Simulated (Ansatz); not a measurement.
A made-up structure of HSO₂, doublet:

| atom | x (Å) | y (Å) | z (Å) |
| --- | --- | --- | --- |
| O1 | -1.1373 | 0.7454 | -0.2892 |
| S2 | 0.7255 | -0.6768 | 0.2499 |
| O3 | -0.5481 | 0.1994 | 0.7582 |
| H4 | 1.1463 | -0.1877 | -0.9473 |

It is relaxed with PBE-D4/def2-SVP and then PBE0-D4/def2-TZVP (Ansatz 0.2.0). Atoms count as bonded within 1.22 times the sum of their covalent radii (H–H: 0.88 Å). The end point is not checked to be a true minimum.

(1) Does its bonding change? (A judgement: the text doesn't fix the answer.)

Results:

(1) By the calculation: No: no bond forms or breaks.

Where it ends: The first stage lowers the energy by 0.71 eV in 10 steps. It ends as HSO₂ ([O][O][SH]):
O1  (-1.251, 0.712, -0.265)
S2  (0.731, -0.840, 0.210)
O3  (-0.463, 0.341, 0.673)
H4  (1.169, -0.132, -0.847)
(Å)

Labels in which every atom is bracketed show which atoms are joined, not bond orders.

For scale, one of the runs: PBE0-D4/def2-TZVP relaxation, 105 basis functions, launched by `ansatz run in.yaml --threads 2 --pin off --events-out ev --progress --plain --max-ram 4352MiB`. The run took about 50 s on 2 CPU threads of an Intel Xeon 6975P-C (shared host).
